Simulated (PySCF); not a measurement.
# The first ionisation energy along the second row

All values are computed (PySCF 2.14, energy differences of UHF-based or UKS calculations, no spin-orbit coupling). Values in eV. The last column holds reference values (NIST; (s) semi-empirical, (t) theoretical, else measured). Unmarked ones compare directly (S terms, centres of terms, or small fine structure); those marked * lie between the lowest fine-structure levels and include a spin-orbit shift.

```tsv
element	configurations	UHF	CCSD(T) (valence and next inner shell)	CCSD (valence)	CCSD(T) (valence)	PBE	r2SCAN	reference
Li (ANO-RCC-VTZP, spin-free X2C)	[He] 2s1 → 1s2	5.342	5.364	n/a	n/a	5.583	5.386	5.392
Be (ANO-RCC-VTZP, spin-free X2C)	[He] 2s2 → [He] 2s1	8.039	9.293	9.288	9.288	8.995	8.799	9.323
B (ANO-RCC-VTZP, spin-free X2C)	[He] 2s2 2p1 → [He] 2s2	8.034	8.214	8.151	8.186	8.651	8.764	8.297
C (ANO-RCC-VTZP, spin-free X2C)	[He] 2s2 2p2 → [He] 2s2 2p1	10.799	11.196	11.152	11.179	11.541	11.676	11.262
N (ANO-RCC-VTZP, spin-free X2C)	[He] 2s2 2p3 → [He] 2s2 2p2	13.894	14.484	14.446	14.469	14.735	14.817	14.545
O (ANO-RCC-VTZP, spin-free X2C)	[He] 2s2 2p4 → [He] 2s2 2p3	12.033	13.383	13.337	13.376	14.042	13.702	13.608
F (ANO-RCC-VTZP, spin-free X2C)	[He] 2s2 2p5 → [He] 2s2 2p4	15.659	17.198	17.147	17.191	17.627	17.521	17.427
Ne (ANO-RCC-VTZP, spin-free X2C)	[Ne] → [He] 2s2 2p5	19.656	21.391	21.323	21.382	21.613	21.475	21.597
```

| method | elements | mean error (eV) | mean absolute error (eV) | largest error (eV) |
| --- | --- | --- | --- | --- |
| UHF | 8 | -0.999 | 0.999 | -1.941 |
| CCSD(T) (valence and next inner shell) | 8 | -0.116 | 0.116 | -0.229 |
| CCSD (valence) | 7 | -0.173 | 0.173 | -0.280 |
| CCSD(T) (valence) | 7 | -0.141 | 0.141 | -0.236 |
| PBE | 8 | 0.167 | 0.249 | 0.433 |
| r2SCAN | 8 | 0.086 | 0.249 | -0.524 |

Errors include the incompleteness of the basis and the frozen core.

"Valence" correlates the outer s and p shells and, in groups 3 to 12 and the f block, the outer d or f shell, open or full, or the next shell where the ion has no valence electron left; the wider scheme adds the next inner shell.
